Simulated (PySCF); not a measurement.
**C2⁻: changing the method**

Aim: see what other levels and later steps give for C2⁻.

Method: method and basis as typed in the scripts; program: PySCF 2.14.0.

1 further run of the same task is left out (it didn't finish).

## Step 1: The starting structure

C2⁻: 2 atoms, charge -1, spin multiplicity 2.

Bond lengths: C1–C2 1.300 Å.

## Step 2: The base run

input.py

```python
from pyscf import gto, scf

mol = gto.M(
    atom='C 0 0 0; C 0 0 1.3',
    basis='cc-pvtz',
    charge=-1,
    spin=1,
    verbose=4,
)
mf = scf.UHF(mol)
mf.kernel()
mf.stability(internal=True, external=True)
mf.dip_moment()
print('orbital energies (hartree):', [e[max(0, n-3):n+3].round(4) for e, n in zip(mf.mo_energy, mol.nelec)])
```

On the command line:

```bash
OMP_NUM_THREADS=1 python input.py
```

## Step 3: CISD

Variant 1 changes step after the SCF: stability → cisd; frozen orbitals: none → 2.

Changes to input.py since step 2:

```diff
@@ -1,2 +1,2 @@
-from pyscf import gto, scf
+from pyscf import gto, scf, ci
 
@@ -11,3 +11,3 @@
 mf.kernel()
-mf.stability(internal=True, external=True)
+ci.CISD(mf, frozen=2).kernel()
 mf.dip_moment()
```

## Step 4: Population analysis

Variant 2 changes step after the SCF: stability → analyze.

Changes to input.py since step 2:

```diff
@@ -11,4 +11,3 @@
 mf.kernel()
-mf.stability(internal=True, external=True)
-mf.dip_moment()
+mf.analyze()
 print('orbital energies (hartree):', [e[max(0, n-3):n+3].round(4) for e, n in zip(mf.mo_energy, mol.nelec)])
```

Q: Predict the outcome of this session. Wanted: for each run, E(SCF); from base; gap, α spin; after the SCF.

As calculated:

```csv
run,E(SCF) (hartree),from base (eV),cycles,"gap, α spin (eV)",after the SCF
base,-75.557587,0,9,14.62,"unstable: internal, real -> complex, UHF/UKS -> GHF/GKS"
CISD,-75.557587,0.0000,9,14.62,"CISD correlation -7.714 eV, core frozen"
population analysis,-75.557587,0.0000,9,14.62,n/a
```

What this shows: Total energies from different bases, Hamiltonians or methods carry different errors, so properties are taken as differences within one set-up.
